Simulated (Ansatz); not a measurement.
**BH₄+ (singlet): the correlation ladder at scale of all distances = 1.000, cc-pVDZ**

An exercise on one series of results from a longer session: the logs are not shown, and one member is left open.

Computed with Ansatz 0.2.0, Gaussian basis. Level: cc-pVDZ, core rule «outside noble gas», up to 1 orbitals frozen.

To be run: UHF; CCSD(T) on RHF; BCCD(T) on RHF; CISD; CCSDT(Q) on RHF; CASSCF and MRCISD+Q, 2 electrons in 2 orbitals; CASSCF and NEVPT2, 2 electrons in 2 orbitals; CASSCF and MRCISD+Q, 6 electrons in 8 orbitals; CASSCF and NEVPT2, 6 electrons in 8 orbitals; Full CI.

13 further runs of the same task are left out: 7 that didn't finish, 6 set aside as unsound or not needed.

**The system**

The geometry derives from a PBE0/def2-TZVP stationary point (not a proven minimum). All distances are scaled together.

5 atoms, charge 1, spin multiplicity 1.

Atoms are counted from 1 here; the program's logs count them from 0.

Bond lengths: B1–H2 1.210 Å, B1–H3 1.210 Å, B1–H4 1.210 Å, B1–H5 1.210 Å. Angles: H2–B1–H3 90.0°, H2–B1–H4 90.0°, H2–B1–H5 180.0°, H3–B1–H4 180.0°, H3–B1–H5 90.0°, H4–B1–H5 90.0°.

Set-up of the first run:

Contents of in.yaml:

```yaml
crystal:
  periodic: [false, false, false]
  atoms:
    - {symbol: B, position_ang: [0.000000, 0.000000, 0.000000]}
    - {symbol: H, position_ang: [-0.015583, 0.861426, 0.849833]}
    - {symbol: H, position_ang: [-0.021323, -0.849967, 0.861171]}
    - {symbol: H, position_ang: [0.021323, 0.849967, -0.861171]}
    - {symbol: H, position_ang: [0.015583, -0.861426, -0.849833]}
basis:
  gaussian: {orbitals: cc-pVDZ}
total_charge: 1
magnetization: {spin_polarized: true, initial_magnetization: 0}
hamiltonian: {xc: hf}
output: {orbitals: {seedname: orbitals}}
```

The run is started by

```bash
> ansatz run in.yaml --threads 1 --pin off --events-out ev --progress --plain --max-ram 2393MiB
```

Steps of the session up to this table: UHF; CCSD(T) on RHF; BCCD(T) on RHF; CISD; CCSDT(Q) on RHF; CASSCF and MRCISD+Q, 2 electrons in 2 orbitals; CASSCF and NEVPT2, 2 electrons in 2 orbitals; CASSCF and MRCISD+Q, 6 electrons in 8 orbitals; CASSCF and NEVPT2, 6 electrons in 8 orbitals; Full CI.

One of the session's tables, all rows but one given; the rest of the session is left out.

```
          method  from FCI (kJ/mol)
             RHF             +357.5
            RMP2              +77.3
            CISD              +20.8
           RCCSD               +9.0
        RCCSD(T)               +1.9
         BCCD(T)               +1.9
          RCCSDT               +0.5
       RCCSDT(Q)               +0.1
     CASSCF pair             +304.9
     NEVPT2 pair                  ?
     MRCISD pair              +15.1
   MRCISD+Q pair               -2.3
  CASSCF valence             +166.9
  NEVPT2 valence              +39.1
  MRCISD valence               +4.6
MRCISD+Q valence               -0.2
             FCI                  0
```

Estimate the missing values for NEVPT2 pair.

**Answer.** from FCI (kJ/mol): +71.2. In the column «from FCI (kJ/mol)» it lies between NEVPT2 valence (+39.1) and RMP2 (+77.3).

Limits of these values: MRCISD+Q pair falls below full CI: the +Q correction isn't variational, and the cores differ from full CI's.
